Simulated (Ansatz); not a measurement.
# CF₂, SMILES F[C]F: vertical and adiabatic energies of changing the electron count

Program: Ansatz's Python interface.

Script `run_adiabatic.py`:
```python
"""Vertical and adiabatic ionisation of CF2."""

import itertools

import ansatz as az
from ase.data import atomic_numbers, covalent_radii
import numpy as np

BASIS_SET = "cc-pVDZ"
FUNCTIONAL = "cam_b3lyp"
CHARGE = 1

geometry_ang = [
    ("F", (0.39694, 1.0328, 0.33277)),
    ("C", (0.32682, -0.27218, 0.14973)),
    ("F", (-0.72376, -0.76062, -0.4825)),
]
mol = az.Crystal.molecule()
for symbol, xyz in geometry_ang:
    mol = mol.atom(symbol, xyz)

setup = mol.calculation().basis(gaussian=BASIS_SET).functional(FUNCTIONAL)
symbols = [site.symbol for site in mol.cartesian_sites]
start = np.array([site.position_ang for site in mol.cartesian_sites], dtype=float)
report = setup.relax(force_tolerance=0.01).run(threads=1, backend="cpu").report
end = np.array(report["positions_ang"])

minimum = az.Crystal.molecule()
for symbol, place in zip(symbols, end):
    minimum = minimum.atom(symbol, place.tolist())
ion = minimum.calculation()
ion = ion.basis(gaussian=BASIS_SET)
ion = ion.functional(FUNCTIONAL)
ion = ion.charge(CHARGE)
ion = ion.spin("collinear", total=1)
vertical = ion.run(threads=1, backend="cpu").report
settled = ion.relax(force_tolerance=0.01, max_steps=80).run(threads=1, backend="cpu").report
print(f"vertical ionisation energy   {vertical['free_energy_ev'] - report['free_energy_ev']:.3f} eV")
print(f"adiabatic, no zero point     {settled['free_energy_ev'] - report['free_energy_ev']:.3f} eV")
print(f"relaxation energy of the ion {vertical['free_energy_ev'] - settled['free_energy_ev']:.3f} eV")
ionised = np.array(settled["positions_ang"])
# pairs closer than 1.2 times the sum of covalent radii, before or after
radius = [covalent_radii[atomic_numbers[s]] for s in symbols]
span = lambda where, i, j: np.linalg.norm(where[i] - where[j])
bonded = [(i, j) for i, j in itertools.combinations(range(len(symbols)), 2) if min(span(end, i, j), span(ionised, i, j)) < 1.2 * (radius[i] + radius[j])]
print("pair        before    after (A)")
for i, j in bonded:
    print(f"{symbols[i]}{i}-{symbols[j]}{j}".ljust(10), f"{span(end, i, j):8.4f} {span(ionised, i, j):8.4f}")
for first, second in list(itertools.combinations(bonded, 2)):
    shared = set(first) & set(second)
    if shared and symbols[(j := shared.pop())] != "H":
        i, k = sorted((set(first) | set(second)) - {j})
        u, v = ionised[i] - ionised[j], ionised[k] - ionised[j]
        angle = np.degrees(np.arccos(np.clip(u @ v / np.linalg.norm(u) / np.linalg.norm(v), -1, 1)))
        print(f"final angle {symbols[i]}{i}-{symbols[j]}{j}-{symbols[k]}{k}: {angle:.2f} deg")
```

```console
$ python run_adiabatic.py
vertical ionisation energy   12.032 eV
adiabatic, no zero point     11.143 eV
relaxation energy of the ion 0.890 eV
pair        before    after (A)
F0-C1        1.3040   1.2197
C1-F2        1.3040   1.2197
final angle F0-C1-F2: 124.45 deg
```

The energies are electronic: no zero-point or thermal terms, and the basis set is short of its limit. The product may relax into another structure. The relaxation finds the nearest minimum, so the adiabatic value is an upper bound. Hardware and time: 9.8 s on 1 thread of AMD EPYC 7R43 64-Core Processor (Zen 3), on a shared host, peak memory 0.19 GiB.
